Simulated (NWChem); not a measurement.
## Which level was it?

NH2: 3 atoms, total charge 0, spin state doublet. As SMILES, `[NH2]`. The coordinates come from a PBE0-D4/def2-TZVP relaxation.

```xyz
3

N     0.3371   -0.2000    0.1662
H     0.1308    0.8059    0.1594
H    -0.4678   -0.6059   -0.3256
```

A calculation with NWChem 7.3.0 gave:

| Property | Result |
| --- | --- |
| total energy | -55.7153 Eh |
| ⟨S²⟩ | 0.757 |

Which of these levels gave the numbers?
A. B3LYP/def2-TZVPPD
B. PBE0/def2-SVP
C. CCSD(T)/pcseg-1
D. TPSSh/6-31G* (spherical functions)

C. The others give -55.7640 Eh (PBE0/def2-SVP), -55.9079 Eh (B3LYP/def2-TZVPPD), -55.8719 Eh (TPSSh/6-31G* (spherical functions)).
